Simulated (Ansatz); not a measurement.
A series at Si: from trichlorosilane, ligands are replaced one by one, each step taking up H₂ and setting free HCl; n counts the steps. Ansatz, PBE0-D4/def2-TZVP geometries.

CBS adds triple-zeta CCSD(T) − MP2 to the MP2 limit, frozen cores; atoms without spin–orbit coupling. 

| n | molecule | atomization energy, CCSD(T)/CBS (kJ/mol) |
| --- | --- | --- |
| 0 | `Cl[SiH](Cl)Cl` | 1560.5 |
| 1 | `Cl[SiH2]Cl` | 1493.1 |
| 2 | `[SiH3]Cl` | ? |
| 3 | SiH₄ | 1362.7 |

Q: By hand: fit a straight line y = ȳ + b (n − n̄) to the 3 given rows and predict n = 2.

A: n̄ = 1.333, ȳ = 1472.10; Σ(n − n̄)(y − ȳ) = -307.20, Σ(n − n̄)² = 4.667, so b = -65.82 kJ/mol a step. Prediction: 1472.10 + (-65.82) × (0.667) = 1428.2 kJ/mol.

Q: By hand: compare with the computed value, 1424.8 kJ/mol, and give the steps along the whole series.

A: The line misses by -3.4 kJ/mol (computed minus predicted). Steps: -67.4, -68.3, -62.1 kJ/mol.

The steps differ by at most 6.2 kJ/mol, 9 % of a mean step, so the ligands' effects nearly add and a line is close. The miss is 1.7 % of the series' range. The energies themselves are unsure by some kJ/mol a bond, though much of that is common to the series.
